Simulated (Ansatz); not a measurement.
Reaction (SMILES): ClCl (Cl2) → Cl2+ (doublet, bonded as ClCl) + e-
B3LYP-D3(BJ)/def2-TZVP geometries, fixed; electronic energies without zero-point terms.
Largest species:
```
Cl
Cl 1 2.0135
```
Charge 0, spin multiplicity 1.

Effect of the final integration grid (spheres per factor e of radius in core and valence, angular degree) at PBE/aug-cc-pV(Q+d)Z with Ansatz (a program for electronic structure), against the last row, where the adiabatic ionisation energy is 11.12 eV. Open shells are unrestricted. The default's grid is 13, 11, 36.

| setting | largest shift of a total energy (mEh) | shift of the adiabatic ionisation energy (eV) |
|---|---|---|
| accuracy: medium (default) | 0.000 | 0.000 |
| final_grid: 4, 3, 11 | -1.882 | 0.025 |
| final_grid: 6, 5, 17 | -0.121 | 0.001 |
| final_grid: 8, 7, 23 | -0.003 | 0.000 |
| final_grid: 10, 9, 29 | 0.001 | 0.000 |
| final_grid: 18, 15, 47 | 0.000 | 0.000 |
| final_grid: 26, 22, 59 | 0.000 | 0.000 |

Within 0.002 eV in the adiabatic ionisation energy: accuracy: medium (default); final_grid: 6, 5, 17; final_grid: 8, 7, 23; final_grid: 10, 9, 29; final_grid: 18, 15, 47. The largest shift is 1.882 mEh in a total energy and 0.025 eV in the difference.
